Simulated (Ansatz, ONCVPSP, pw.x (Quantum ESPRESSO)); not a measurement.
**From atom to crystal: ONCV potential for titanium (Ti)**

- Element: titanium (Ti)
- Generator: ONCVPSP 4.0.1.1 (patched build)
- Type: optimised norm-conserving Vanderbilt (ONCV)
- Functional: LDA (Perdew-Wang 92)
- Relativity: scalar-relativistic
- Frozen core: [Ne] 3s2
- Valence charge: 10
- Reference configuration: 3p6 3d2 4s2
- Partial waves: 4s: rc 3.05 bohr, ncon 4, nbas 8, qcut 2.1 1/bohr, 3 projectors, debl 1.7 Ha; 3p: rc 1.50 bohr, ncon 4, nbas 8, qcut 8.3 1/bohr, 1 projector; 3d: rc 2.50 bohr, ncon 3, nbas 7, qcut 7.2 1/bohr, 2 projectors, debl 3.6 Ha
- Local potential: polynomial inside 1.40 bohr (lpopt 5, dvloc0 3 Ha)
- Core correction: Teter function, fcfact 4, rcfact 1.45

Atomic tests: cutoffs needed: 21 Ha and 25 Ha (the cutoffs (Ha) at which the residual kinetic energy of the hardest occupied pseudo-wave falls to 1 and 0.1 mHa per electron); ghost test: no bound ghost flagged; GHOST(+) flagged for s at 102.2 eV; largest excitation error: +232 meV (all-electron minus pseudo) for 3p6 3d1 4s0, out of 4 test configurations.

Crystal test: bcc Ti in pw.x 7.5, no spin, 15³ k-points, Fermi–Dirac smearing 0.01 Ry, cutoffs 60/240 Ry. The reference is all-electron LAPW (Ansatz 0.2.0) with the same functional, mesh and smearing; V0 and B0 come from Birch–Murnaghan fits to the pressures at five volumes. Errors are pseudo minus all-electron; Δ is the rms difference of the E(V) curves that follow from these fits, minima aligned, over ±6 % about the mean V0. Mesh and smearing are coarse, so the numbers serve the comparison and aren't converged zero-temperature values; the lattice is a test structure that the element need not adopt.

All-electron: a0 = 3.173 Å (V0 = 15.97 Å³/atom), B0 = 117.6 GPa.

Question: How far does the potential miss the all-electron equation of state?

Answer: mean pressure error (GPa): +0.59; a0 (Å): 3.178; a0 error (%): +0.18; B0 error (%): -3.0; Δ (meV/atom): 2.1. The largest radius (3.05 bohr) exceeds half the bond length (2.59 bohr), so the spheres overlap, which is one possible source of error among others.

```
V (Å³/atom)  P all-electron (GPa)  P pseudo (GPa)
     15.124                  6.96            7.43
     15.522                  3.47            4.03
     15.920                  0.34            0.95
     16.318                 -2.48           -1.84
     16.716                 -5.00           -4.35
```

Question: At the middle volume, how do free energy and pressure move when the wave cutoff is lowered (ecutrho kept at four times it)?

Answer:

| cutoff (Ry) | shift of F (meV/atom) | shift of P (GPa) |
| --- | --- | --- |
| 27 | +4580.1 | -178.62 |
| 36 | +611.9 | -34.30 |
| 48 | +31.1 | -2.64 |

The run at the middle volume (120 k-points, 7 iterations) took about 8.5 s on one core of a shared host (Neoverse-V2, 96 threads, 742 GiB, load 43).
